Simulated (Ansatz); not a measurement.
Reaction (SMILES): CS (CH3-SH) → CH4S+ (doublet, bonded as CS) + e-
B3LYP-D3(BJ)/def2-TZVP geometries, fixed; electronic energies without zero-point terms.
Largest species:
```
C
H 1 1.0879
H 1 1.0879 2 110.33
H 1 1.0886 2 108.79 3 -119.26
S 1 1.8231 2 111.32 4 -116.63
H 5 1.3429 1 97.06 2 -61.78
```

Basis-set convergence of the adiabatic ionisation energy at B3LYP with Ansatz (a first-principles code). Cartesian d functions, on some or all atoms, in 6-31G*, 6-31G**, 6-311G**; all else is spherical. The program fits the integrals of some runs and decomposes those of others, by size. Open shells are unrestricted. No added dispersion term, no relativity. Functions are those of the species that has most. Reference: the value in aug-pcseg-3, 9.358 eV, itself unsure by roughly 0.002 eV (its mean distance from aug-cc-pV(Q+d)Z, cc-pV(5+d)Z, def2-QZVPPD). Deviations are taken from unrounded values.

| basis | functions |
|---|---|
| STO-3G | 18 |
| 3-21G | 30 |
| 6-31G | 30 |
| 6-31G* | 42 |
| 6-31G** | 54 |
| 6-311G** | 69 |
| def2-SVPD | 79 |
| aug-pcseg-1 | 86 |
| def2-TZVPD | 119 |
| def2-TZVPPD | 156 |
| aug-pcseg-2 | 188 |
| def2-QZVPPD | 274 |
| aug-pcseg-3 | 370 |

**Question.** Which is the smallest set listed that can be trusted to 0.1 eV here, that is, within that of the reference together with its larger relatives (same family, alike in diffuse functions; a set with none to test it counts only in the reference's own line)?

**Answer.** The smallest set listed that lies within 0.1 eV of the reference with all its larger relatives (same family, alike in diffuse functions; a set with none counts only in the reference's own line) is 6-31G* (42 functions, -0.016 eV off). Value minus reference: STO-3G -2.214, 3-21G 0.215, 6-31G 0.172, 6-31G* -0.016, 6-31G** -0.018, 6-311G** 0.051, def2-SVPD 0.054, aug-pcseg-1 0.045, def2-TZVPD 0.000, def2-TZVPPD 0.000, aug-pcseg-2 0.009, def2-QZVPPD 0.001, aug-pcseg-3 0.000 eV.
